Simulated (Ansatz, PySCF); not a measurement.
This PySCF input computes a BLYP/def2-TZVPD energy:

```python
from pyscf import gto, scf, dft

mol = gto.M(
    atom='''
    C     1.27969120    0.01799503    0.11674447
    C    -0.04641183    0.35484800   -0.12605693
    H     1.56535525   -0.96544945    0.48118818
    H     2.07649718    0.73303796   -0.05175505
    H    -0.18059473    1.38076163   -0.49050458
    C    -1.23602420   -0.35185707    0.00185736
    H    -1.25850655   -1.38060421    0.35222871
    H    -2.18628219    0.10633833   -0.24642669
    ''',
    basis='def2-tzvpd',
    charge=-1,
    spin=0,
    verbose=4,
)

mf = dft.RKS(mol, xc='blyp').density_fit(auxbasis='def2-universal-jkfit')
mf.grids.level = 3
mf.conv_tol = 1e-9
mf.max_cycle = 100
mf.max_memory = 1500
mf.kernel()
if not mf.converged:
    mf = mf.newton()
    mf.kernel(mf.make_rdm1())
mf.analyze()
```

Problem. Write an input for the same energy in Ansatz (a quantum-chemistry and plane-wave program) and say what it gives.

Solution. 
Ansatz 0.2 input:
```yaml
crystal:
  periodic: [false, false, false]
  atoms:
    - {symbol: C, position_ang: [1.27969120, 0.01799503, 0.11674447]}
    - {symbol: C, position_ang: [-0.04641183, 0.35484800, -0.12605693]}
    - {symbol: H, position_ang: [1.56535525, -0.96544945, 0.48118818]}
    - {symbol: H, position_ang: [2.07649718, 0.73303796, -0.05175505]}
    - {symbol: H, position_ang: [-0.18059473, 1.38076163, -0.49050458]}
    - {symbol: C, position_ang: [-1.23602420, -0.35185707, 0.00185736]}
    - {symbol: H, position_ang: [-1.25850655, -1.38060421, 0.35222871]}
    - {symbol: H, position_ang: [-2.18628219, 0.10633833, -0.24642669]}
basis:
  gaussian:
    orbitals: def2-TZVPD
hamiltonian:
  xc: {name: BLYP}
total_charge: -1
output: {forces: true}
```
It gives -117.25482 Eh, and PySCF -117.25491 Eh, a difference of 0.09 mEh, from the treatment of integrals and grids.

It need not be the lowest isomer of its formula. Whether it binds its extra electron was not tested at this geometry.
